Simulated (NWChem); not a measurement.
System: C₂H₃F; SMILES C=CF

Input file for NWChem:

```
start job
memory heap 200 mb stack 900 mb global 1100 mb
geometry units angstroms noautoz
  C     -0.236674     1.168760     0.000000
  C      0.424893     0.019725     0.000000
  F     -0.184020    -1.161365     0.000000
  H     -1.328429     1.191023     0.000000
  H      0.316275     2.108353     0.000000
  H      1.515840    -0.075106     0.000000
end
basis spherical
  C library 6-31+g*
  F library 6-31+g*
  H library 6-31+g*
end
dft
  xc pbe0
  iterations 150
  mulliken
end
task dft energy
```

Geometry: optimised at PBE0/def2-SVP.

Task: Predict the main results of this run. (PBE0/6-31+G* (spherical d).) Quantities: basis functions; energy (Ha); highest occupied level (eV); orbital gap (eV); dipole (D).

Result: 
```yaml
number_of_basis_functions: 60
energy (Ha): -177.64
highest occupied level (eV): -7.69
orbital gap (eV): 7.85
dipole (D): 1.42
```
